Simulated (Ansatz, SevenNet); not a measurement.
Elastic constant C11 (GPa) of solids drawn from the class of elemental solids other than molecular ones, at two levels: the machine-learned potential SevenNet-0 (trained on PBE and PBE+U data), and r²SCAN (Ansatz, a first-principles code, plane waves, PAW).

```json
[
 {"solid": "fcc Al", "SevenNet-0": "107", "r²SCAN": "132", "shift (%)": "+23"},
 {"solid": "hcp Cd", "SevenNet-0": "62.6", "r²SCAN": "128", "shift (%)": "+104"},
 {"solid": "fcc Cu", "SevenNet-0": "175", "r²SCAN": "202", "shift (%)": "+15.4"},
 {"solid": "diamond-structure Ge", "SevenNet-0": "61.1", "r²SCAN": "127", "shift (%)": "+108"},
 {"solid": "hcp Ti", "SevenNet-0": "112", "r²SCAN": "188", "shift (%)": "+68"},
 {"solid": "hcp Re", "SevenNet-0": "412", "r²SCAN": "643", "shift (%)": "+56"},
 {"solid": "fcc Sr", "SevenNet-0": "17.8", "r²SCAN": "14.7", "shift (%)": "-17.4"},
 {"solid": "hcp Os", "SevenNet-0": "463", "r²SCAN": "784", "shift (%)": "+69"},
 {"solid": "bcc K", "SevenNet-0": "2.37", "r²SCAN": "3.88", "shift (%)": "+64"},
 {"solid": "bcc Na", "SevenNet-0": "7.83", "r²SCAN": "8.89", "shift (%)": "+13.5"}
]
```

The shifts run from -17.4 % to +108 %, with a median of +60 %.

Over all 10 rows r²SCAN is the larger in 9.

Ansatz's runs of these crystals have no spin polarisation. Meta-GGA and hybrid levels favour moments, which can bear on hcp Ti.

Spin–orbit coupling is left out, also for the solids with elements from indium on (hcp Re, hcp Os); its size isn't shown.

Each level is taken at its own relaxed cell. Ansatz's density-functional and Hartree–Fock values are scalar-relativistic unless marked +SOC, with PAW data made under PBE.
